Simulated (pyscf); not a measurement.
Single points on ωB97X-D3(BJ)/def2-SVP structures (PySCF, gas phase).

Question: Estimate the classical barrier height and the reaction energy of F–Sb(F)–F + HCl -> F–Sb(F)–Cl + HF at ωB97M-D3(BJ)/def2-TZVP. The step runs on the singlet surface, breaks F–Sb, Cl–H and forms Cl–Sb, F–H; take the separated reactants as zero.

Answer: ΔE‡ = 0.50 eV, ΔE = -0.04 eV. Zero-point energy shifts the barrier by +0.04 eV. It is a four-centre exchange, with an imaginary mode of 268i cm⁻¹. On the reactant side the descent ends in a complex, 0.23 eV under the separated species and 0.62 eV under the saddle at ωB97X-D3(BJ)/def2-TZVP. On the product side the descent ends in a complex (not fully relaxed), 0.27 eV under the separated species and 0.82 eV under the saddle at ωB97X-D3(BJ)/def2-TZVP. At ωB97X-D3(BJ)/def2-TZVP the barrier from the zero used here is 0.39 eV. One saddle was located; it need not be the lowest between these sides. Elements past Kr carry the def2 core potentials, without spin-orbit coupling.
